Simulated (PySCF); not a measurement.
# `N#CCC=O` (C3H3NO): removing and adding an electron

Parent: `N#CCC=O` (C3H3NO). Optimised structure (Å), atoms numbered from 1:
```
N     2.4557    0.5514   -0.2608
C     1.4206    0.0536   -0.1244
C     0.0977   -0.5259    0.0395
C    -1.0251    0.5047    0.0038
O    -2.1487    0.2100   -0.2842
H     0.0445   -1.0314    1.0209
H    -0.0937   -1.2945   -0.7252
H    -0.7404    1.5475    0.2872
```

Level of theory: PBE0-D3(BJ)/ma-def2-TZVP single points in PySCF, grid level 2; every species was optimised with PBE0-D3(BJ)/ma-def2-SVP. Zero-point and thermal terms (298.15 K, 1 bar) come from unscaled PBE0-D3(BJ)/ma-def2-SVP harmonic frequencies, with soft modes damped to free rotors in the entropy.

Frontier levels of the parent: HOMO -8.44 eV, LUMO -1.78 eV.

Oxidation to the radical cation:
* Vertical ionisation energy (electronic): 10.78 eV
* Adiabatic ionisation energy (with zero-point energy): 10.63 eV
* Adiabatic, electronic part: 10.69 eV
* Vertical gap at the product's structure: 10.59 eV
* Inner reorganisation energy (four-point): 187 meV
* Relaxation of product / of parent: 90 / 97 meV
* ⟨S²⟩ of the product: 0.764
* Largest spin populations: O5 0.63, N1 0.21, C3 0.15, H (on C4) 0.10
* Largest changes of atomic charge: O5 0.38, N1 0.19, H (on C4) 0.15
* Distances that move most (Å): C3–C4 1.524 → 1.573; C2–C3 1.454 → 1.434; C4–O5 1.197 → 1.180; N1–C2 1.157 → 1.164
* Potential in DMF: 7.81 V absolute, 3.41 V against Fc+/Fc computed at 4.40 V (solvation -39 → -309 kJ/mol)

Reduction to the radical anion:
* Vertical electron affinity (electronic): -0.24 eV
* Adiabatic electron affinity (with zero-point energy): 0.06 eV
* Adiabatic, electronic part: -0.02 eV
* Vertical gap at the product's structure: 0.68 eV
* ⟨S²⟩ of the product: 0.755
* Largest spin populations: C4 0.56, O5 0.34
* Largest changes of atomic charge: C4 -0.38, O5 -0.30, N1 -0.15, H (on C4) -0.08
* Distances that move most (Å): C4–O5 1.197 → 1.275; C2–C3 1.454 → 1.469; C3–C4 1.524 → 1.537; N1–C2 1.157 → 1.166
* Potential in DMF: 2.27 V absolute, -2.13 V against Fc+/Fc computed at 4.40 V (solvation -39 → -250 kJ/mol)

Solvents are IEF-PCM continua (electrostatics only, gas-phase structures); absolute potentials refer to an electron at rest in vacuum. Fc+/Fc in DMF, 4.40 V, is PBE0-D3(BJ)/ma-def2-TZVP on PBE0-D3(BJ)/def2-SVP structures with GFN2-xTB thermal terms. Benchmark calculations put it near 5.0 V in acetonitrile and DMSO, so it is about 0.6 V low, and the value against it can read up to that much too high.

Known limits: a negative vertical affinity means that the electron isn't bound at that structure, so the value and what is derived from it hang on the basis.

Structures, frequencies and single points took 20 min of wall time on 1 thread of AMD EPYC (shared host), launched as `OMP_NUM_THREADS=1 python redox_run.py task.json out`.
